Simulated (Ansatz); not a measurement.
One change: `C1CCC1` becomes `NC1CCC1`.

Ansatz, PBE0-D4/def2-TZVP geometries, multiplicity 1. Each molecule was computed in one conformer, which needn't be the lowest.

```
                                      property  `C1CCC1`
             LUMO energy (PBE/def2-TZVPP) / eV      0.60
         HOMO energy (ωB97M-V/def2-TZVPP) / eV    -10.88
           HOMO energy (B3LYP/def2-TZVPP) / eV     -8.37
       HOMO–LUMO gap (ωB97M-V/def2-TZVPP) / eV     13.73
         LUMO energy (ωB97M-V/def2-TZVPP) / eV      2.84
size of the dipole moment (PBE/def2-TZVPP) / D      0.00
```

**Question.** What does the change do to each property? (Best estimate.)

**Answer.** The calculation gave: 
```json
{"property": "LUMO energy (PBE/def2-TZVPP) / eV", "`NC1CCC1`": "0.39", "shift": "-0.21"}
{"property": "HOMO energy (ωB97M-V/def2-TZVPP) / eV", "`NC1CCC1`": "-9.04", "shift": "1.84"}
{"property": "HOMO energy (B3LYP/def2-TZVPP) / eV", "`NC1CCC1`": "-6.45", "shift": "1.92"}
{"property": "HOMO–LUMO gap (ωB97M-V/def2-TZVPP) / eV", "`NC1CCC1`": "11.64", "shift": "-2.09"}
{"property": "LUMO energy (ωB97M-V/def2-TZVPP) / eV", "`NC1CCC1`": "2.60", "shift": "-0.24"}
{"property": "size of the dipole moment (PBE/def2-TZVPP) / D", "`NC1CCC1`": "1.10", "shift": "1.10"}
```

With PBE0 the HOMO rises by 1.90 eV and the LUMO falls by 0.19 eV, so the gap narrows by about 2.09 eV. PBE moves the HOMO by 1.97 eV and ωB97M-V by 1.84 eV.

B3LYP here is the variant with VWN-RPA as its local correlation; programs differ in this.
